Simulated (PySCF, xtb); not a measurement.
C₂H₆O, SMILES COC.

GFN2-xTB run with xtb at its own geometry gives an orbital gap of 12.32 eV and a dipole moment of 1.58 D.

The structure is a stationary point at PBE0-D3(BJ)/def2-TZVP.

Problem. What does PBE/def2-TZVPD (PySCF) give? (Estimate from the structure and the level; the computed values follow.)

Solution. gap 5.68 eV (levels -5.89 and -0.20 eV), dipole 1.12 D.
